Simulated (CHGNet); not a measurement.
# hcp Zn

Method: the machine-learned potential CHGNet 0.3.0 (trained on PBE and PBE+U data).

Cell: relaxed at this level.

* **lattice constant a**: 2.664 Å
* **c axis length**: 4.997 Å
* **volume per atom**: 15.36 Å³/atom
* **elastic constant C11**: 95.7 GPa
* **elastic constant C12**: 75.2 GPa
* **elastic constant C13**: 53.9 GPa
* **elastic constant C33**: 95.5 GPa
* **elastic constant C44**: 14.1 GPa
* **elastic constant C66**: 13.6 GPa
* **vacancy formation energy**: 0.14 eV

Measured, for comparison: lattice constant a 2.665 Å (293 K, not corrected to a static lattice, our sources range from 2.660 to 2.665; as tabulated in Wikipedia's data pages); lattice parameter c 4.946 Å (293 K, not corrected to a static lattice; as tabulated in Wikipedia's data pages); elastic constant C11 177 GPa, elastic constant C12 34.8 GPa, elastic constant C13 52.8 GPa, elastic constant C33 68.5 GPa, elastic constant C44 45.9 GPa (0 K, extrapolated to 0 K; zero-point effects included; as tabulated in Galib et al. (2023), arXiv:2209.08184); elastic constant C66 71.1 GPa (0 K, extrapolated to 0 K; as tabulated in MIT Research Laboratory of Electronics progress report, Solid State Physics …). Computed (rounded) less measured: lattice constant a 0.0 % (inside the range of the sources held), lattice parameter c +1.0 %, elastic constant C11 -46 %, elastic constant C12 +116 %, elastic constant C13 +2 %, elastic constant C33 +39 %, elastic constant C44 -69 %, elastic constant C66 -81 %.

A machine-learned potential is trained on density-functional data: it inherits that level's misses and adds fitting errors of its own.

Elastic constants are with the ions relaxed.
